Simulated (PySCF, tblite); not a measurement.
# A complex of hydrogen fluoride and dimethyl ether

A gas-phase complex of hydrogen fluoride and dimethyl ether; neutral, singlet. The structure comes from a short search (6 tight-binding starts) and was relaxed by PBE0-D3(BJ)/def2-SVPD; another way of binding may lie lower. No frequency run checks that it is a minimum.

| part | name | SMILES | atoms | charge | multiplicity |
| --- | --- | --- | --- | --- | --- |
| 1 | hydrogen fluoride | F | 1–2 | 0 | 1 |
| 2 | dimethyl ether | COC | 3–11 | 0 | 1 |

Coordinates in Å:
```
F1      0.101    0.056    0.224
H2     -0.733   -0.298   -0.060
C3     -2.916    0.096   -1.255
O4     -2.132   -0.859   -0.582
C5     -2.103   -2.117   -1.214
H6     -3.961   -0.246   -1.330
H7     -2.878    1.024   -0.673
H8     -2.525    0.287   -2.269
H9     -1.668   -2.042   -2.225
H10    -3.121   -2.533   -1.290
H11    -1.483   -2.781   -0.601
```

Contacts between parts, classed by geometry: H2···O4 1.596 Å (hydrogen bond, 178°).

Interaction energies are complex less parts, with the parts frozen as they stand in it; counterpoise-corrected, in kcal/mol (PySCF).

(1) Give the interaction energy at each level run.

(2) What holds them together? Decompose the wB97M-D3(BJ)/def2-TZVPD energy: frozen parts, their antisymmetrised product, then relaxation.

The parts were also relaxed and run alone, at the levels used for the complex: shieldings by PBE0/pcSseg-2; core levels by delta-SCF with SCAN, pcX-2 on the ionised atom and pcseg-1 elsewhere, spin-free X2C.

(3) What does binding change?

Answers

(1) 
```json
{"level": "wB97M-D3(BJ)/def2-TZVPD", "interaction": "-10.51", "superposition error removed": "-0.10"}
{"level": "PBE0-D3(BJ)/def2-TZVPD", "interaction": "-11.21", "superposition error removed": "-0.09"}
{"level": "RI-MP2/def2-TZVPD", "interaction": "-9.95", "superposition error removed": "-0.86"}
```

(2) electrostatic -18.0, Pauli repulsion +19.7, orbital relaxation -11.1, dispersion correction -1.2 kcal/mol, which sum to the value before the counterpoise correction; the Pauli term holds the exchange-correlation of the frozen density too. Of the attraction, 59 % is electrostatic, 37 % is orbital relaxation, 4 % is dispersion correction.

(3) 
```
             property   alone  in the complex  change
       F1–H2 bond (Å)   0.920           0.949  +0.029
shielding of H2 (ppm)   29.19           23.26   -5.93
shielding of O4 (ppm)   331.6           324.4    -7.2
shielding of F1 (ppm)   410.9           407.2    -3.7
F1 1s core level (eV)  694.12          691.64   -2.48
C3 1s core level (eV)  292.25          292.93   +0.69
O4 1s core level (eV)  538.55          539.58   +1.03
```
